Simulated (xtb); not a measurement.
H3Si (SMILES [SiH3]), doublet, geometry from GFN2-xTB; xtb 6.7.1 with GFN1-xTB.

Here is a job for xtb.
```
$ xtb mol.xyz --gfn 1 --chrg 0 --uhf 1 --json

# file mol.xyz
4

Si     0.00172380     0.00046639     0.05606838
H     -0.01025152     1.41163100    -0.27334508
H      1.21691602    -0.70748096    -0.29344641
H     -1.23079768    -0.71067955    -0.21816587
```

The log (banner, timings and long lists left out):

```
   ID    Z sym.   atoms
    1   14 Si     1
    2    1 H      2-4

           -------------------------------------------------
          |                Calculation Setup                |
           -------------------------------------------------

           -------------------------------------------------
          |                 G F N 1 - x T B                 |
           -------------------------------------------------

          ...................................................
          :                      SETUP                      :
          :.................................................:
          :  # basis functions                  16          :
          :  # atomic orbitals                  15          :
          :  # shells                            9          :
          :  # electrons                         7          :
          :  # halogen bonds                     0          :
          :  max. iterations                   250          :
          :  Hamiltonian                  GFN1-xTB          :
          :  restarted?                      false          :
          :  GBSA solvation                  false          :
          :  PC potential                    false          :
          :  electronic temp.          300.0000000     K    :
          :  accuracy                    1.0000000          :
          :  -> integral cutoff          0.2500000E+02      :
          :  -> integral neglect         0.1000000E-07      :
          :  -> SCF convergence          0.1000000E-05 Eh   :
          :  -> wf. convergence          0.2000000E-04 e    :
          :  Broyden damping             0.4000000          :
          :  net charge                          0          :
          :  unpaired electrons                  1          :
          ...................................................

 iter      E             dE          RMSdq      gap      omega  full diag
   1     -3.3885255 -0.338853E+01  0.392E+00    3.50       0.0  T
   2     -3.3947622 -0.623673E-02  0.203E+00    3.14       1.0  T
   3     -3.3955956 -0.833400E-03  0.420E-01    2.88       1.0  T
   4     -3.3957113 -0.115604E-03  0.110E-01    2.95       1.0  T
   5     -3.3957277 -0.164442E-04  0.601E-02    2.94       1.0  T
   6     -3.3957334 -0.572262E-05  0.127E-03    2.93      39.4  T
   7     -3.3957334 -0.256715E-08  0.171E-05    2.93    2931.3  T
   8     -3.3957334 -0.573319E-12  0.139E-06    2.93   36018.0  T

[...]
         :: total energy              -3.366988062045 Eh    ::
[...]
         3        2.0000           -0.4897370             -13.3264
         4        1.0000           -0.3187888              -8.6747 (HOMO)
         5                         -0.2110673              -5.7434 (LUMO)
         6                         -0.2034502              -5.5362
         7                         -0.2034502              -5.5362
         8                         -0.1434404              -3.9032
         9                         -0.1434404              -3.9032
        10                         -0.0784521              -2.1348
        11                         -0.0784521              -2.1348
        12                         -0.0435684              -1.1856
        13                          0.6891547              18.7529
        14                          1.3170989              35.8401
        15                          1.3170989              35.8401
      -------------------------------------------------------------
                  HL-Gap            0.1077215 Eh            2.9313 eV
             Fermi-level           -0.3345955 Eh           -9.1048 eV

  Mulliken/CM5 charges         n(s)   n(p)   n(d)
     1Si    0.14304 -0.11767   1.422  2.149  0.286
     2H    -0.04768  0.03922   1.048  0.000  0.000
     3H    -0.04768  0.03922   1.048  0.000  0.000
     4H    -0.04768  0.03922   1.048  0.000  0.000

Wiberg/Mayer (AO) data.
largest (>0.10) Wiberg bond orders for each atom

 ---------------------------------------------------------------------------
     #   Z sym  total        # sym  WBO       # sym  WBO       # sym  WBO
 ---------------------------------------------------------------------------
     1  14 Si   2.843 --     3 H    0.948     4 H    0.948     2 H    0.948
     2   1 H    1.003 --     1 Si   0.948
     3   1 H    1.003 --     1 Si   0.948
     4   1 H    1.003 --     1 Si   0.948
 ---------------------------------------------------------------------------

Topologies differ in total number of bonds
Writing topology from bond orders to xtbtopo.mol

 dipole moment from electron density (au)
     X       Y       Z
  -0.0077  -0.0021  -0.2497  total (Debye):    0.635

           -------------------------------------------------
          | TOTAL ENERGY               -3.366988062045 Eh   |
          | GRADIENT NORM               0.035811425885 Eh/α |
          | HOMO-LUMO GAP               2.931251305437 eV   |
           -------------------------------------------------

normal termination of xtb
```
